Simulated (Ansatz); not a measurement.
System: bcc Nb. Method: BLYP (Ansatz, a quantum-chemistry and plane-wave program, PAW).

Run with plane-wave cutoff 520 eV, 24×24×24 k mesh, Fermi–Dirac smearing 0.05 eV, no spin polarisation, scalar-relativistic PAW data made under PBE.

A third-order Birch–Murnaghan fit to the energies gives V0 = 18.823 Å³/atom, B0 = 156 GPa, B′ = 3.9.

```tsv
V (Å³/atom)	P (GPa)
17.696	10.88
18.073	6.89
18.449	___
18.826	-0.02
19.202	-3.00
19.579	-5.70
19.955	___
```

Problem. Estimate the withheld pressures from this fit; the answers are the runs' own values.

Solution. 
- 18.449, P (GPa): 3.26
- 19.955, P (GPa): -8.14

The formula P = (3/2) B0 (x^(7/3) − x^(5/3)) [1 + (3/4)(B′ − 4)(x^(2/3) − 1)] with x = V0/V meets the computed pressures within 0.03 GPa when these rounded values are put in.

Measured, for comparison: bulk modulus 173 GPa (0 K value with the zero-point phonon effect removed; as tabulated in Mejia-Rodriguez and Trickey (2018), arXiv:1807.09216); equilibrium volume per atom 17.87 Å³/atom (static lattice: zero-point anharmonic expansion removed; as tabulated in Mejia-Rodriguez and Trickey (2018), arXiv:1807.09216). Computed (rounded) less measured: bulk modulus -10 %, equilibrium volume per atom +5.3 %.

Computed values are for the static lattice.
